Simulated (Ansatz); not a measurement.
CH₃Cl, charge -1, doublet, at the geometry of the source list (a state made from the parent by changing its charge; the spin is typed, not shown lowest) (a gas-phase anion, which may not be bound at this level); R2SCAN/def2-SVP in Ansatz (a first-principles code).

The Ansatz input:
Ansatz 0.2 input:
```yaml
crystal:
  periodic: [false, false, false]
  atoms:
    - {symbol: C, position_ang: [-0.14950000, -0.00800000, -0.00390000]}
    - {symbol: Cl, position_ang: [1.62070000, 0.08660000, 0.04210000]}
    - {symbol: H, position_ang: [-0.43590000, -0.64780000, -0.83250000]}
    - {symbol: H, position_ang: [-0.49370000, -0.42530000, 0.93700000]}
    - {symbol: H, position_ang: [-0.54150000, 0.99450000, -0.14280000]}
basis:
  gaussian:
    orbitals: def2-SVP
hamiltonian:
  xc: r2scan
total_charge: -1
magnetization: {spin_polarized: true, initial_magnetization: 1}
```

Q: Predict the main parts of the log of this Ansatz run.

A: 
```
Functional definition: r2SCAN
527 factors; their error is unknown
mean field evaluation 1: about -13596.2417 eV, gradient 2.2e1 eV
mean field evaluation 2: about -13594.9425 eV, gradient 2.7e1 eV
mean field evaluation 4: about -13598.9038 eV, gradient 1.3e0 eV
mean field evaluation 8: about -13598.8878 eV, gradient 4.1e-2 eV
mean field evaluation 16: about -13598.8878 eV, gradient 3.0e-5 eV
mean field -13598.88778451 eV, -499.7499084237 hartree, gradient 3.0e-5 eV, S^2 0.752584; 1 other end points of the search recorded, 0 dependent functions left out
reference -13598.88779290 eV, -499.7499087318 hartree; 14, 13 occupied and 33, 34 virtual orbitals, 527 factors
Total energy: -13598.88779290 eV, -499.7499087318 hartree
```
